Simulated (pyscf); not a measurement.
Structures and frequencies: ωB97X-D3(BJ)/def2-SVP in PySCF.

**Question.** Estimate the classical barrier height and the reaction energy of H₂N–Ti(Cl)(Cl)–Cl (SMILES [NH2][Ti]([Cl])([Cl])[Cl]) + H• (SMILES [H]) → [HN–Ti(Cl)(Cl)–Cl]• (SMILES [NH][Ti]([Cl])([Cl])[Cl]) + H₂ (SMILES [H][H]) at ωB97M-D3(BJ)/def2-TZVP. The step runs on the doublet surface, breaks H–N and forms H–H; take the separated reactants as zero.

**Answer.** ΔE‡ = 0.77 eV, ΔE = +0.49 eV. Zero-point energy shifts the barrier by -0.07 eV. It is a hydrogen abstraction, with an imaginary mode of 931i cm⁻¹. One saddle was located; it need not be the lowest between these sides. The angle at the transferred H is 164°. Open-shell species with a d-block atom are single-reference here; other states, and whether the spin sits on metal or ligand, were not checked.
